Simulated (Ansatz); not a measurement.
# CHBS (triplet): the correlation ladder at distance C2–H4 = 1.338 Å, cc-pVDZ

Aim: climb from Hartree-Fock through coupled cluster and multireference methods for CHBS (triplet) at one geometry and basis, and see what each rung misses.

Program: Ansatz 0.2.0, Gaussian basis. Level of theory: cc-pVDZ, core rule «outside noble gas», up to 7 orbitals frozen. These are calculated values, not measurements.

The runs, in order: UHF; CCSD(T) on ROHF; CCSD(T) on UHF; BCCD(T) on ROHF; CISD; CCSDT(Q) on ROHF; CCSDT(Q) on UHF; CASSCF and MRCISD+Q, 4 electrons in 4 orbitals; CASSCF and NEVPT2, 4 electrons in 4 orbitals.

19 further runs of the same task are left out: 2 for a mislabelled method, 13 that didn't finish, 4 set aside as unsound or not needed.

### 1 What is computed

The geometry derives from a PBE0/def2-TZVP stationary point (not a proven minimum). One bond is set to the value named and the two fragments are kept rigid.

4 atoms, charge 0, spin multiplicity 3.

Atoms are counted from 1 here; the program's logs count them from 0.

Bond lengths: B1–C2 1.415 Å, B1–S3 1.834 Å, C2–S3 1.766 Å, C2–H4 1.338 Å. Angles: C2–B1–S3 64.4°, B1–C2–S3 69.4°, B1–C2–H4 162.5°, S3–C2–H4 128.1°, B1–S3–C2 46.2°.

Geometry (Å):

```csv
atom,x (Å),y (Å),z (Å)
B1,0.0000,-0.9450,0.8035
C2,0.0000,0.4522,1.0247
S3,0.0000,0.0974,-0.7057
H4,0.0000,1.6494,1.6222
```

### 2 UHF

Contents of in.yaml:

```yaml
crystal:
  periodic: [false, false, false]
  atoms:
    - {symbol: B, position_ang: [0.000000, -0.945032, 0.803452]}
    - {symbol: C, position_ang: [0.000000, 0.452203, 1.024698]}
    - {symbol: S, position_ang: [0.000000, 0.097396, -0.705709]}
    - {symbol: H, position_ang: [0.000000, 1.649381, 1.622200]}
basis:
  gaussian: {orbitals: cc-pVDZ}
magnetization: {spin_polarized: true, initial_magnetization: 2}
hamiltonian: {xc: hf}
output: {orbitals: {seedname: orbitals}}
```

Command:

```sh
> ansatz run in.yaml --threads 1 --pin off --events-out ev --progress --plain --max-ram 2393MiB
```

Further steps of the session: CCSD(T) on ROHF; CCSD(T) on UHF; BCCD(T) on ROHF; CISD; CCSDT(Q) on ROHF; CCSDT(Q) on UHF; CASSCF and MRCISD+Q, 4 electrons in 4 orbitals; CASSCF and NEVPT2, 4 electrons in 4 orbitals.

Before running them: what should the planned runs give, taken together? Wanted: UCCSDT(Q) below the RHF energy; RMP2 from UCCSDT(Q); UMP2 from UCCSDT(Q); RCCSD from UCCSDT(Q); RCCSD(T) from UCCSDT(Q); UCCSD(T) from UCCSDT(Q); RCCSDT(Q) from UCCSDT(Q); NEVPT2 pair from UCCSDT(Q); MRCISD+Q pair from UCCSDT(Q).

As calculated:

```
                         quantity                      value
   UCCSDT(Q) below the RHF energy                 -9.8656 eV
              RMP2 from UCCSDT(Q)                +1141.9 meV
              UMP2 from UCCSDT(Q)                +1251.2 meV
             RCCSD from UCCSDT(Q)                 +503.1 meV
          RCCSD(T) from UCCSDT(Q)                  +64.7 meV
          UCCSD(T) from UCCSDT(Q)                  +68.0 meV
         RCCSDT(Q) from UCCSDT(Q)                   +2.8 meV
       NEVPT2 pair from UCCSDT(Q)                +1172.8 meV
     MRCISD+Q pair from UCCSDT(Q)                 +319.6 meV
levels within 1 kcal/mol (43 meV)  RCCSDT, UCCSDT, RCCSDT(Q)
                    T1 diagnostic                      0.027
```

RCCSD(T) misses by +64.7 meV, 0.7 % of the correlation energy. Of the multireference levels listed MRCISD+Q pair comes nearest in total energy (+319.6 meV), which doesn't show that its space is the better one. These misses are within one basis, not against nature; the frozen cores of restricted and unrestricted runs differ, which can shift their rows.
